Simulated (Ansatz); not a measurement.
**AlH2Cl (SMILES [H][Al]([H])[Cl]): levels of theory compared**

Wanted: a comparison of 6 runs (HSE06/STO-3G, PBE0/STO-3G, SVWN5/STO-3G, r2SCAN/STO-3G, RPA@PBE/STO-3G, CCSD(T)/STO-3G) of AlH2Cl. 

The results are computed with Ansatz 0.2.0.

57 further runs of the same task are left out: 2 that didn't finish, 55 set aside as unsound or not needed.

**1. Starting point**

The species is AlH2Cl (4 atoms), meant as a singlet with charge 0. SMILES: `[H][Al]([H])[Cl]`. The Cl4–Al1 distance was set to 3.020 Å, away from the relaxed value.

Bond lengths: Al1–H2 1.538 Å, Al1–H3 1.538 Å. Angles: H2–Al1–H3 116.1°.

**2. The energy at HSE06/STO-3G (run 1)**

run.yaml

```yaml
crystal:
  periodic: [false, false, false]
  atoms:
    - {symbol: Al, position_ang: [0.567543, 0.946364, -0.007500]}
    - {symbol: H, position_ang: [2.104783, 0.972934, 0.008010]}
    - {symbol: H, position_ang: [-0.133327, 2.314874, -0.024800]}
    - {symbol: Cl, position_ang: [-0.985710, -1.643880, 0.008400]}
basis:
  gaussian: {orbitals: STO-3G}
hamiltonian: {xc: hse06}
accuracy: high
```

Run with:

```bash
$ ansatz run run.yaml --threads 1 --pin off --max-ram 2610MiB --events-out events.jsonl --progress --plain --runs-dir runs
```

The log of the run:

```text
Warning: RAYON_NUM_THREADS=1 ignored (pool sized by the plan → 1); use --threads N
Functional definition: HSE06
  name "HSE06"
  parameter a = 0.25
  parameter omega = 0.11/bohr
  exchange = pbe_x - a*pbe_x_sr(omega) + a*exact_x_sr(omega)
  correlation = pbe_c
320 factors; integrals over basis functions are off by at most 2.0e-8 eV
64 factors; integrals over basis functions are off by at most 2.1e-9 eV
mean field evaluation 1: about -18924.2327 eV, gradient 2.1e1 eV
mean field evaluation 2: about -18848.0117 eV, gradient 9.3e1 eV
mean field evaluation 4: about -18927.3004 eV, gradient 2.8e0 eV
mean field evaluation 8: about -18927.3371 eV, gradient 8.8e-2 eV
mean field evaluation 16: about -18927.3371 eV, gradient 2.8e-7 eV
mean field -18927.33711820 eV, -695.5668096838 hartree, gradient 4.6e-9 eV, S^2 0.000000; 0 other end points of the search recorded, 0 dependent functions left out
reference -18927.33712001 eV, -695.5668097507 hartree; 16, 16 occupied and 4, 4 virtual orbitals, 320 factors
Total energy: -18927.33712001 eV, -695.5668097507 hartree
```

Run time: 1.2 s. Hardware: 1 thread of Arm Neoverse V1, shared host; peak memory 0.092 GiB.

**3. The energy at PBE0/STO-3G (run 2)**

in.yaml

```yaml
basis:
  gaussian: {orbitals: STO-3G}
crystal:
  periodic: [false, false, false]
  atoms:
    - {symbol: Al, position_ang: [0.567543, 0.946364, -0.007500]}
    - {symbol: H, position_ang: [2.104783, 0.972934, 0.008010]}
    - {symbol: H, position_ang: [-0.133327, 2.314874, -0.024800]}
    - {symbol: Cl, position_ang: [-0.985710, -1.643880, 0.008400]}
hamiltonian: {xc: {name: PBE0}}
accuracy: high
```

Run with:

```bash
$ ansatz run in.yaml --threads 1 --pin off --max-ram 2610MiB --events-out events.jsonl --progress --plain --runs-dir runs
```

The log of the run:

```text
Warning: RAYON_NUM_THREADS=1 ignored (pool sized by the plan → 1); use --threads N
Functional definition: PBE0
  name "PBE0"
[... 1 set-up line as earlier in the session ...]
  parameter kappa = 0.804
  parameter beta = 0.06672455060314922
  exchange = (1 - a)*pbe_x(kappa = kappa, mu = beta*pi^2/3) + a*exact_x
  correlation = pbe_c(beta = beta)
320 factors; integrals over basis functions are off by at most 2.0e-8 eV
mean field evaluation 1: about -18924.7069 eV, gradient 2.1e1 eV
mean field evaluation 2: about -18876.6418 eV, gradient 1.0e2 eV
mean field evaluation 4: about -18927.6675 eV, gradient 2.5e0 eV
mean field evaluation 8: about -18927.6905 eV, gradient 6.3e-2 eV
mean field evaluation 16: about -18927.6905 eV, gradient 3.0e-8 eV
mean field -18927.69051603 eV, -695.5797968148 hartree, gradient 3.0e-8 eV, S^2 0.000000; 0 other end points of the search recorded, 0 dependent functions left out
reference -18927.69051740 eV, -695.5797968650 hartree; 16, 16 occupied and 4, 4 virtual orbitals, 320 factors
Total energy: -18927.69051740 eV, -695.5797968650 hartree
```

Wall time 0.97 s (1 thread of Arm Neoverse V1, shared host); peak memory 0.092 GiB.

Runs 3 to 5 aren't shown in full; the table further down has their settings and results.

**4. The energy at CCSD(T)/STO-3G (run 6)**

molecule.yaml

```yaml
crystal:
  periodic: [false, false, false]
  atoms:
    - {symbol: Al, position_ang: [0.567543, 0.946364, -0.007500]}
    - {symbol: H, position_ang: [2.104783, 0.972934, 0.008010]}
    - {symbol: H, position_ang: [-0.133327, 2.314874, -0.024800]}
    - {symbol: Cl, position_ang: [-0.985710, -1.643880, 0.008400]}
basis:
  gaussian: {orbitals: STO-3G}
correlation: {method: ccsd_t, frozen_orbitals: {Al: 5, Cl: 5, H: 0}}
accuracy: high
scf: {omitted_lower_state_checks: [cluster_reference, increment]}
```

Run with:

```bash
$ ansatz run molecule.yaml --threads 1 --pin off --max-ram 2610MiB --events-out events.jsonl --progress --plain --runs-dir runs
```

The log of the run:

```text
Warning: RAYON_NUM_THREADS=1 ignored (pool sized by the plan → 1); use --threads N
[... 11 lines left out ...]
10 core orbitals not correlated: weight in the atoms' cores, before any rotation towards them, 0.999 or more for the frozen orbitals, at most 0.001 for the correlated occupied ones
[... 29 lines left out ...]
Total energy: -18905.00568091 eV, -694.7461445003 hartree
Checks for a lower state left out: cluster_reference, increment
```

It took 0.16 s on 1 thread of Arm Neoverse V1, shared host.

**5. Overview of the runs**

```
run           level  frozen core orbitals  energy (Eh)  wall time
  1    HSE06/STO-3G                     –  -695.566810      1.2 s
  2     PBE0/STO-3G                     –  -695.579797     0.97 s
  3    SVWN5/STO-3G                     –  -693.191982     0.66 s
  4   r2SCAN/STO-3G                     –  -695.797277      2.5 s
  5  RPA@PBE/STO-3G                    10  -694.787023      1.5 s
  6  CCSD(T)/STO-3G                    10  -694.746145     0.16 s
```

**6. Outcome**

| quantity | value |
| --- | --- |
| run 6: total energy | -694.74614 Eh |
| run 6: correlation energy (10 core orbitals frozen) | -58.1 mEh |
| run 6: (T) correction | -1.04 mEh |
| run 6: T1 diagnostic | 0.027 |

Totals of different functionals can't be ranked against each other. In run 6 the log says that unrestricted orbitals would lower the reference, so the values rest on an unstable closed-shell determinant (other closed-shell runs at this shape may share the fault). In runs 1, 2, 3, 4, 5, 6 the basis is minimal, so the values are rough. All runs together took 7 s, the longest 2.5 s.
